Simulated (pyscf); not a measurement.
H₃C–Ga(CH₃)–Cl + CH₃• → H₃C–CH₃ + [H₃C–Ga–Cl]•, a substitution at C (doublet surface; C–Ga broken, C–C formed). PySCF, gas phase, ωB97X-D3(BJ)/def2-SVP geometries. Energies in kJ/mol from the separated reactants.

GFN2-xTB: tblite. Open shells are spin-unrestricted. 

Problem. In single points GFN2-xTB puts the saddle at 18.8 kJ/mol and the reaction energy at -190.6 kJ/mol. Should these be trusted to within a few kcal/mol? Compare with ωB97M-D3(BJ)/def2-TZVP.

Solution. ωB97M-D3(BJ)/def2-TZVP gives ΔE‡ = 125.5 kJ/mol and ΔE = -83.9 kJ/mol. GFN2-xTB lies 106.7 kJ/mol under it in the barrier and 106.6 kJ/mol under it in the reaction energy, so on this step it does not hold to within 12.6 kJ/mol. ωB97M-D3(BJ)/def2-TZVP has limits of its own. This is the saddle that the search found; another between the same sides may lie lower. The angle at the attacked C is 168°. In the def2 sets elements up to Kr have no core potential.
